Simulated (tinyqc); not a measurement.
Worked calculation: ROHF in the sto-3g basis, for H2O+, spin multiplicity 2. One step of it, computed by the program tinyqc.

Question. Iteration 1: building the Fock matrix. J_ij = sum D_kl (ij|kl) with D = D(alpha) + D(beta), K_ij = sum D_kl (ik|jl) for each spin; F = H + J - K(s); E = tr D H + tr D J / 2 - 0.5 sum_s tr D(s) K(s) + E_nn.

D(alpha) at the start, order 1O 1s, 1O 2s, 1O 2px, 1O 2py, 1O 2pz, 2H 1s, 3H 1s:
$$\begin{pmatrix}
0.008022 & -0.040677 & 0.000000 & 0.003443 & 0.069497 & 0.026206 & 0.024521 \\
-0.040677 & 0.230959 & 0.000000 & -0.010117 & -0.262521 & -0.248769 & -0.223080 \\
0.000000 & 0.000000 & 1.000000 & 0.000000 & 0.000000 & 0.000000 & 0.000000 \\
0.003443 & -0.010117 & 0.000000 & 1.114309 & -0.001687 & -0.282684 & 0.267858 \\
0.069497 & -0.262521 & 0.000000 & -0.001687 & 0.931995 & -0.179188 & -0.163667 \\
0.026206 & -0.248769 & 0.000000 & -0.282684 & -0.179188 & 1.224106 & -0.113272 \\
0.024521 & -0.223080 & 0.000000 & 0.267858 & -0.163667 & -0.113272 & 1.194231
\end{pmatrix}$$

D(beta) at the start, order 1O 1s, 1O 2s, 1O 2px, 1O 2py, 1O 2pz, 2H 1s, 3H 1s:
$$\begin{pmatrix}
0.007995 & -0.040566 & 0.000000 & -0.001952 & 0.069440 & 0.026746 & 0.023997 \\
-0.040566 & 0.230512 & 0.000000 & 0.011751 & -0.262290 & -0.250955 & -0.220955 \\
0.000000 & 0.000000 & 1.000000 & 0.000000 & 0.000000 & 0.000000 & 0.000000 \\
-0.001952 & 0.011751 & 0.000000 & 0.044646 & -0.013004 & -0.175748 & 0.163950 \\
0.069440 & -0.262290 & 0.000000 & -0.013004 & 0.931875 & -0.178057 & -0.164766 \\
0.026746 & -0.250955 & 0.000000 & -0.175748 & -0.178057 & 1.213415 & -0.102884 \\
0.023997 & -0.220955 & 0.000000 & 0.163950 & -0.164766 & -0.102884 & 1.184137
\end{pmatrix}$$

core Hamiltonian H = T + V (hartree), order 1O 1s, 1O 2s, 1O 2px, 1O 2py, 1O 2pz, 2H 1s, 3H 1s:
$$\begin{pmatrix}
-32.463416 & -7.551854 & 0.000000 & -0.000456 & -0.012437 & -0.916485 & -0.830690 \\
-7.551854 & -9.090413 & 0.000000 & -0.005381 & -0.154902 & -2.302401 & -2.131667 \\
0.000000 & 0.000000 & -7.253634 & 0.000000 & 0.000000 & 0.000000 & 0.000000 \\
-0.000456 & -0.005381 & 0.000000 & -7.323249 & -0.002956 & -1.287250 & 1.204356 \\
-0.012437 & -0.154902 & 0.000000 & -0.002956 & -7.313703 & -1.234025 & -1.156398 \\
-0.916485 & -2.302401 & 0.000000 & -1.287250 & -1.234025 & -4.162752 & -0.835289 \\
-0.830690 & -2.131667 & 0.000000 & 1.204356 & -1.156398 & -0.835289 & -4.055365
\end{pmatrix}$$

Two-electron integrals (ij|kl) in chemists' order, unique and non-zero (hartree):
```
(11|11) 4.785065    (21|11) 0.741380    (21|21) 0.136873    (22|11) 1.118947
(22|21) 0.256633    (22|22) 0.817206    (31|31) 0.024477    (32|31) 0.037809
(32|32) 0.180518    (33|11) 1.115814    (33|21) 0.256684    (33|22) 0.817023
(33|33) 0.880159    (41|41) 0.024477    (42|41) 0.037809    (42|42) 0.180518
(43|43) 0.047444    (44|11) 1.115814    (44|21) 0.256684    (44|22) 0.817023
(44|33) 0.785270    (44|44) 0.880159    (51|51) 0.024477    (52|51) 0.037809
(52|52) 0.180518    (53|53) 0.047444    (54|54) 0.047444    (55|11) 1.115814
(55|21) 0.256684    (55|22) 0.817023    (55|33) 0.785270    (55|44) 0.785270
(55|55) 0.880159    (61|11) 0.090124    (61|21) 0.016518    (61|22) 0.030839
(61|33) 0.030780    (61|41) 0.000541    (61|42) 0.001025    (61|44) 0.030878
(61|51) 0.000503    (61|52) 0.000952    (61|54) 0.000091    (61|55) 0.030865
(61|61) 0.002018    (62|11) 0.247650    (62|21) 0.057637    (62|22) 0.206806
(62|33) 0.203108    (62|41) 0.003157    (62|42) 0.025461    (62|44) 0.208953
(62|51) 0.002932    (62|52) 0.023648    (62|54) 0.005428    (62|55) 0.208150
(62|61) 0.007105    (62|62) 0.068158    (63|31) 0.005673    (63|32) 0.034307
(63|43) 0.005108    (63|53) 0.004745    (63|63) 0.009099    (64|11) 0.139633
(64|21) 0.032886    (64|22) 0.126020    (64|33) 0.120491    (64|41) 0.007233
(64|42) 0.048760    (64|44) 0.134049    (64|51) 0.001449    (64|52) 0.013424
(64|54) 0.007849    (64|55) 0.123374    (64|61) 0.004208    (64|62) 0.050538
(64|64) 0.046166    (65|11) 0.129692    (65|21) 0.030545    (65|22) 0.117049
(65|33) 0.111913    (65|41) 0.001449    (65|42) 0.013424    (65|44) 0.115017
(65|51) 0.007019    (65|52) 0.046776    (65|54) 0.007991    (65|55) 0.124080
(65|61) 0.003909    (65|62) 0.046940    (65|64) 0.034428    (65|65) 0.041076
(66|11) 0.425689    (66|21) 0.100636    (66|22) 0.416257    (66|33) 0.400816
(66|41) 0.006350    (66|42) 0.072576    (66|44) 0.425426    (66|51) 0.005898
(66|52) 0.067410    (66|54) 0.022858    (66|55) 0.422047    (66|61) 0.012472
(66|62) 0.182967    (66|64) 0.154995    (66|65) 0.143961    (66|66) 0.774606
(71|11) 0.081661    (71|21) 0.014968    (71|22) 0.027949    (71|33) 0.027897
(71|41) -0.000485   (71|42) -0.000920   (71|44) 0.027984    (71|51) 0.000450
(71|52) 0.000854    (71|54) -0.000080   (71|55) 0.027972    (71|61) 0.001805
(71|62) 0.006266    (71|64) 0.003433    (71|65) 0.003449    (71|66) 0.010940
(71|71) 0.001656    (72|11) 0.228525    (72|21) 0.053202    (72|22) 0.191412
(72|33) 0.187980    (72|41) -0.002904   (72|42) -0.023634   (72|44) 0.193403
(72|51) 0.002698    (72|52) 0.021956    (72|54) -0.005037   (72|55) 0.192660
(72|61) 0.006382    (72|62) 0.050745    (72|64) 0.026174    (72|65) 0.034054
(72|66) 0.110536    (72|71) 0.005942    (72|72) 0.058899    (73|31) 0.005188
(73|32) 0.031556    (73|43) -0.004715   (73|53) 0.004380    (73|63) 0.006511
(73|73) 0.007786    (74|11) -0.130079   (74|21) -0.030642   (74|22) -0.117766
(74|33) -0.112637   (74|41) 0.006631    (74|42) 0.045051    (74|44) -0.125191
(74|51) -0.001340   (74|52) -0.012537   (74|54) 0.007283    (74|55) -0.115334
(74|61) -0.003531   (74|62) -0.026526   (74|64) -0.007554   (74|65) -0.017475
(74|66) -0.053455   (74|71) -0.003549   (74|72) -0.044119   (74|74) 0.040486
(75|11) 0.120848    (75|21) 0.028468    (75|22) 0.109409    (75|33) 0.104643
(75|41) -0.001340   (75|42) -0.012537   (75|44) 0.107547    (75|51) 0.006433
(75|52) 0.043203    (75|54) -0.007412   (75|55) 0.115909    (75|61) 0.003546
(75|62) 0.034298    (75|64) 0.017392    (75|65) 0.029198    (75|66) 0.081443
(75|71) 0.003297    (75|72) 0.040988    (75|74) -0.030379   (75|75) 0.036009
(76|11) 0.080658    (76|21) 0.018986    (76|22) 0.075359    (76|33) 0.073399
(76|41) -0.000009   (76|42) -0.000119   (76|44) 0.074614    (76|51) 0.001408
(76|52) 0.014211    (76|54) -0.000030   (76|55) 0.077981    (76|61) 0.002322
(76|62) 0.025743    (76|64) 0.016618    (76|65) 0.019978    (76|66) 0.076809
(76|71) 0.002105    (76|72) 0.024111    (76|74) -0.015836   (76|75) 0.018888
(76|76) 0.013051    (77|11) 0.412302    (77|21) 0.097490    (77|22) 0.404426
(77|33) 0.389795    (77|41) -0.006000   (77|42) -0.069382   (77|44) 0.413115
(77|51) 0.005574    (77|52) 0.064458    (77|54) -0.021665   (77|55) 0.409922
(77|61) 0.011694    (77|62) 0.116016    (77|64) 0.055570    (77|65) 0.084686
(77|66) 0.287465    (77|71) 0.010939    (77|72) 0.167601    (77|74) -0.143554
(77|75) 0.133367    (77|76) 0.076809    (77|77) 0.774606
```

nuclear repulsion = 7.07458082 hartree

Give: Coulomb J; exchange K(alpha); exchange K(beta); F(alpha); F(beta); total energy of this density.

Answer.

Coulomb J (hartree), order 1O 1s, 1O 2s, 1O 2px, 1O 2py, 1O 2pz, 2H 1s, 3H 1s:
$$\begin{pmatrix}
7.215 & 1.668 & 0.000 & 0.000 & -0.023 & 0.200 & 0.181 \\
1.668 & 5.658 & 0.000 & 0.001 & 0.005 & 1.576 & 1.463 \\
0.000 & 0.000 & 5.639 & 0.000 & 0.000 & 0.000 & 0.000 \\
0.000 & 0.001 & 0.000 & 5.636 & 0.000 & 1.013 & -0.950 \\
-0.023 & 0.005 & 0.000 & 0.000 & 5.694 & 0.964 & 0.905 \\
0.200 & 1.576 & 0.000 & 1.013 & 0.964 & 4.110 & 0.659 \\
0.181 & 1.463 & 0.000 & -0.950 & 0.905 & 0.659 & 4.058
\end{pmatrix}$$

exchange K(alpha) (hartree), order 1O 1s, 1O 2s, 1O 2px, 1O 2py, 1O 2pz, 2H 1s, 3H 1s:
$$\begin{pmatrix}
0.081 & 0.113 & 0.000 & -0.001 & -0.011 & 0.016 & 0.015 \\
0.113 & 0.636 & 0.000 & -0.015 & -0.300 & 0.176 & 0.167 \\
0.000 & 0.000 & 0.996 & 0.000 & 0.000 & 0.000 & 0.000 \\
-0.001 & -0.015 & 0.000 & 1.026 & -0.004 & 0.188 & -0.183 \\
-0.011 & -0.300 & 0.000 & -0.004 & 0.913 & 0.106 & 0.102 \\
0.016 & 0.176 & 0.000 & 0.188 & 0.106 & 0.797 & 0.092 \\
0.015 & 0.167 & 0.000 & -0.183 & 0.102 & 0.092 & 0.799
\end{pmatrix}$$

exchange K(beta) (hartree), order 1O 1s, 1O 2s, 1O 2px, 1O 2py, 1O 2pz, 2H 1s, 3H 1s:
$$\begin{pmatrix}
0.055 & 0.073 & 0.000 & 0.000 & -0.011 & 0.009 & 0.009 \\
0.073 & 0.452 & 0.000 & 0.007 & -0.296 & 0.136 & 0.126 \\
0.000 & 0.000 & 0.947 & 0.000 & 0.000 & 0.000 & 0.000 \\
0.000 & 0.007 & 0.000 & 0.138 & -0.012 & 0.090 & -0.084 \\
-0.011 & -0.296 & 0.000 & -0.012 & 0.865 & 0.101 & 0.098 \\
0.009 & 0.136 & 0.000 & 0.090 & 0.101 & 0.771 & 0.094 \\
0.009 & 0.126 & 0.000 & -0.084 & 0.098 & 0.094 & 0.775
\end{pmatrix}$$

F(alpha) (hartree), order 1O 1s, 1O 2s, 1O 2px, 1O 2py, 1O 2pz, 2H 1s, 3H 1s:
$$\begin{pmatrix}
-25.330 & -5.997 & 0.000 & 0.000 & -0.024 & -0.733 & -0.665 \\
-5.997 & -4.069 & 0.000 & 0.011 & 0.149 & -0.903 & -0.836 \\
0.000 & 0.000 & -2.610 & 0.000 & 0.000 & 0.000 & 0.000 \\
0.000 & 0.011 & 0.000 & -2.713 & 0.001 & -0.463 & 0.438 \\
-0.024 & 0.149 & 0.000 & 0.001 & -2.533 & -0.376 & -0.353 \\
-0.733 & -0.903 & 0.000 & -0.463 & -0.376 & -0.850 & -0.268 \\
-0.665 & -0.836 & 0.000 & 0.438 & -0.353 & -0.268 & -0.796
\end{pmatrix}$$

F(beta) (hartree), order 1O 1s, 1O 2s, 1O 2px, 1O 2py, 1O 2pz, 2H 1s, 3H 1s:
$$\begin{pmatrix}
-25.304 & -5.958 & 0.000 & -0.001 & -0.024 & -0.726 & -0.658 \\
-5.958 & -3.885 & 0.000 & -0.011 & 0.146 & -0.862 & -0.794 \\
0.000 & 0.000 & -2.562 & 0.000 & 0.000 & 0.000 & 0.000 \\
-0.001 & -0.011 & 0.000 & -1.825 & 0.009 & -0.365 & 0.339 \\
-0.024 & 0.146 & 0.000 & 0.009 & -2.486 & -0.370 & -0.349 \\
-0.726 & -0.862 & 0.000 & -0.365 & -0.370 & -0.824 & -0.270 \\
-0.658 & -0.794 & 0.000 & 0.339 & -0.349 & -0.270 & -0.772
\end{pmatrix}$$

total energy of this density = -26.41716 hartree
